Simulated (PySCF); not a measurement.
Gas-phase reaction: 3 BH2F = 2 BH + BF3 + 4 H

Method: PySCF energies (xtb for GFN2) plus ideal-gas RRHO corrections (1 bar). † marks an energy on the PBE0/def2-TZVP geometry and frequencies; other levels use their own. MP2 and CCSD(T) freeze the core. 6-31G* has spherical d functions here. Open shells (unrestricted): H (multiplicity 2); the rest are closed-shell singlets. GFN2 has no spin-polarisation term. BH2F: computed as isolated molecules; such fragments, hydroxides, amides, oligomers or adducts are transient or little studied in the gas. MP2 isn't extrapolated to the basis-set limit. CCSD(T) isn't extrapolated to the basis-set limit.

```json
[
 {"level": "BLYP/def2-TZVP†", "ΔH°(298 K), kJ": "[?]"},
 {"level": "CCSD(T)/def2-SVP†", "ΔH°(298 K), kJ": "1494"},
 {"level": "GFN2-xTB", "ΔH°(298 K), kJ": "[?]"},
 {"level": "HF/6-31G*", "ΔH°(298 K), kJ": "1317"},
 {"level": "HF/def2-TZVP†", "ΔH°(298 K), kJ": "1310"},
 {"level": "MP2/def2-TZVPP†", "ΔH°(298 K), kJ": "1538"},
 {"level": "PBE/def2-SVP", "ΔH°(298 K), kJ": "[?]"},
 {"level": "PBE0/def2-QZVP†", "ΔH°(298 K), kJ": "[?]"},
 {"level": "PBE0/def2-SVP†", "ΔH°(298 K), kJ": "1574"},
 {"level": "PBE0/def2-TZVP", "ΔH°(298 K), kJ": "1569"},
 {"level": "ωB97M-V/def2-TZVP†", "ΔH°(298 K), kJ": "1561"}
]
```

### Question
Some entries are withheld; supply them.

### Answer

- BLYP/def2-TZVP†, ΔH°(298 K), kJ: 1573
- GFN2-xTB, ΔH°(298 K), kJ: 2011
- PBE/def2-SVP, ΔH°(298 K), kJ: 1576
- PBE0/def2-QZVP†, ΔH°(298 K), kJ: 1571
